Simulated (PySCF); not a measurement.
**OF₂: one-bond stretch**

These are results of PBE0 in PySCF with O def2-TZVP, F def2-TZVP; no relativity; density-fitted integrals, not measurements.

Rigid scan from the singlet minimum (O–F 1.381 Å (×2); F–O–F 103.9°). Coordinate: the bond from O to the last atom (F) scaled, the rest fixed. Energies in kJ/mol from the minimum.

(1) Predict the curve at 0.92, 0.96, 1.00, 1.05, 1.12, 1.20, 1.35, 1.55, 1.80, 2.20.

## Answers

(1) 
```
scale of one bond  E (kJ/mol)  dipole size (D)
             0.92        24.2             0.40
             0.96         5.4             0.28
             1.00         0.0             0.27
             1.05         6.5             0.39
             1.12        31.4             0.64
             1.20        71.6             0.93
             1.35       156.3             1.42
             1.55       256.7                –
             1.80       346.1                –
             2.20       424.8                –
```

At long bonds a restricted determinant can lie too high, and another spin state can fall below this curve.

Other isomers or separated fragments may lie lower.
